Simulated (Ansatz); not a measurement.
Li₂S⁻. Charge -1, multiplicity 2. Geometry r2SCAN-D4/def2-TZVPD; atoms count from 1.

```csv
atom,x (Å),y (Å),z (Å)
Li1,0.296,-0.392,1.447
Li2,-0.165,1.263,-0.844
S3,-0.131,-0.871,-0.603
```

The highest occupied level of the charge -1 doublet lies above zero (up to 0.40 eV). By energy differences its removal costs 0.74 eV (vertical, to the charge 0 singlet, at PBE0-D4/def2-TZVPD); a positive level beside a positive removal energy at the same level points to self-interaction error. The structure comes from a short search, and lower isomers may exist.

Estimate the Mulliken populations from the PBE0/def2-TZVPD orbitals of Ansatz.


| atom | charge (e) | spin (α − β) |
| --- | --- | --- |
| Li1 | 0.16 | 0.61 |
| Li2 | 0.16 | 0.61 |
| S3 | -1.32 | -0.23 |
Mulliken values and Mayer orders depend strongly on the basis. With diffuse functions, as here, like atoms can get unlike values, and bond orders can come out too low or too high.

Where does the spin sit?

Summed by element: Li 1.23, S -0.23, of 1 unpaired in all. Largest on single atoms: Li1 0.61, Li2 0.61, S3 -0.23.

And the Mayer bond orders between bonded heavy atoms (over 0.3)?

Li1–Li2 0.76 (2.86 Å).
